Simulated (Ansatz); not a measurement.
Harmonic frequencies (cm⁻¹) at PBE0-D4/def2-TZVP from Ansatz: 17, 111, 142, 336, 353, 454, 564, 608, 846, 1044, 1046, 1093, 1097, 1209, 1363, 1401, 1404, 1464, 1465, 2389, 3054, 3078, 3127, 3128.

**Question.** Which molecule is it?
A. `FC1=CC(F)C1`
B. `C=C(F)C(=C)F`
C. `CC#CC(F)F`
D. `C=C(F)/C=C/F`

**Answer.** C.
